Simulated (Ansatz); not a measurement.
**SiNH5 (singlet): wave-function methods side by side at distance Si1–N2 = 1.896 Å, cc-pVTZ**

One table from this session's results is given with a row withheld; the runs are named, their logs left out.

Program: Ansatz 0.2.0, Gaussian basis. Level of theory: cc-pVTZ, core rule «outside noble gas», up to 6 orbitals frozen. These are calculated values, not measurements.

The runs, in order: UHF; CCSD(T) on RHF; BCCD(T) on RHF; CCSDT(Q) on RHF.

## The geometry

The geometry derives from a PBE0/def2-TZVP stationary point (not a proven minimum). One bond is set to the value named and the two fragments are kept rigid.

7 atoms, charge 0, spin multiplicity 1.

Atoms are counted from 1 here; the program's logs count them from 0.

Bond lengths: Si1–N2 1.896 Å, Si1–H3 1.486 Å, Si1–H4 1.486 Å, Si1–H5 1.494 Å, N2–H6 1.007 Å, N2–H7 1.007 Å. Angles: N2–Si1–H3 107.9°, N2–Si1–H4 107.9°, N2–Si1–H5 116.0°, H3–Si1–H4 110.5°, H3–Si1–H5 107.3°, H4–Si1–H5 107.3°, Si1–N2–H6 119.6°, Si1–N2–H7 119.6°, H6–N2–H7 110.6°.

The first run:

in.yaml

```yaml
crystal:
  periodic: [false, false, false]
  atoms:
    - {symbol: Si, position_ang: [-0.013610, 0.000000, 0.632271]}
    - {symbol: N, position_ang: [0.058242, 0.000000, -1.262367]}
    - {symbol: H, position_ang: [0.682010, -1.220684, 1.115491]}
    - {symbol: H, position_ang: [0.682008, 1.220686, 1.115491]}
    - {symbol: H, position_ang: [-1.380792, -0.000001, 1.234912]}
    - {symbol: H, position_ang: [-0.206678, -0.828320, -1.770670]}
    - {symbol: H, position_ang: [-0.206679, 0.828319, -1.770670]}
basis:
  gaussian: {orbitals: cc-pVTZ}
magnetization: {spin_polarized: true, initial_magnetization: 0}
hamiltonian: {xc: hf}
output: {orbitals: {seedname: orbitals}}
```

Started as:

```bash
ansatz run in.yaml --threads 1 --pin off --events-out ev --progress --plain --max-ram 2816MiB --backend cpu
```

Among the steps run: UHF; CCSD(T) on RHF; BCCD(T) on RHF; CCSDT(Q) on RHF.

One of the session's tables, all rows but one given; the rest of the session is left out.

It belongs to the step «Misses and costs». 

| method | from RCCSDT(Q) (meV) |
| --- | --- |
| RHF | +10860.0 |
| RMP2 | +1220.6 |
| RCCSD | +382.4 |
| RCCSD(T) | +35.1 |
| BCCD(T) | ? |
| RCCSDT | +16.2 |
| RCCSDT(Q) | 0 |

**Question.** Estimate the row for BCCD(T).

As computed: from RCCSDT(Q) (meV): +33.3. In the column «from RCCSDT(Q) (meV)» it lies between RCCSDT (+16.2) and RCCSD(T) (+35.1).
